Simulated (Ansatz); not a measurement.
`C=CC(=C)C` → `C=CC=C` + `[CH2]` (triplet) at 600 K and 1 bar (formal loss of a carbene).

Isolated molecules relaxed with PBE0-D4/def2-TZVP in Ansatz; ΔE leaves out vibrations. CCSD(T)/CBS adds triple-zeta CCSD(T) − MP2 to the extrapolated MP2 energy (def2 sets, frozen cores). This one scheme is used for every species. Triplets are unrestricted, without spin–orbit coupling. Each species was taken in one conformer, which may not be the lowest.

```json
{"species": "`C=CC(=C)C`", "CCSD(T)/CBS energy (Eh)": "-195.04374", "H − E (kJ/mol)": "356.7", "S (J/(mol·K))": "401.5"}
{"species": "`C=CC=C`", "CCSD(T)/CBS energy (Eh)": "-155.77789", "H − E (kJ/mol)": "269.6", "S (J/(mol·K))": "346.2"}
{"species": "`[CH2]` (triplet)", "CCSD(T)/CBS energy (Eh)": "-39.09499", "H − E (kJ/mol)": "66.5", "S (J/(mol·K))": "220.8"}
```

H − E and S are ideal-gas, rigid-rotor, harmonic terms from PBE0-D4/def2-TZVP, for one conformer and one mirror image of each species, with the whole ground term of open shells counted as degenerate. 1 Eh = 2625.50 kJ/mol, R = 8.31446 J/(mol·K).

Task: By hand: ΔE, ΔH, ΔS and ΔG.

Result: ΔE = (-155.77789) + (-39.09499) − (-195.04374) = 0.17086 Eh = 448.6 kJ/mol. Δ(H − E) = 269.6 + 66.5 − 356.7 = -20.6, so ΔH = 428.0 kJ/mol. ΔS = 346.2 + 220.8 − 401.5 = 165.5 J/(mol·K). ΔG = 428.0 − 600 × (165.5)/1000 = 328.7 kJ/mol.

Task: By hand: the equilibrium constant, and the temperature at which ΔG would vanish if ΔH and ΔS stayed fixed.

Result: log₁₀ K = −ΔG/(RT ln 10) = -28.6. ΔG = 0 at ΔH/ΔS = 2586 K, far beyond where these terms or the molecules hold.

The number of gas molecules changes by +1, which sets the sign of ΔS. A doubt of 5 kJ/mol in ΔE shifts log₁₀ K by 0.4 here. Other conformers and mirror images would add mixing entropy, several J/(mol·K) or more a flexible species. A triplet takes part, so the spin changes. These are equilibria of isolated gas molecules and say nothing of rates. Largest T1 diagnostic: 0.011 (customary marks: 0.02 for closed shells, 0.045 for open ones).
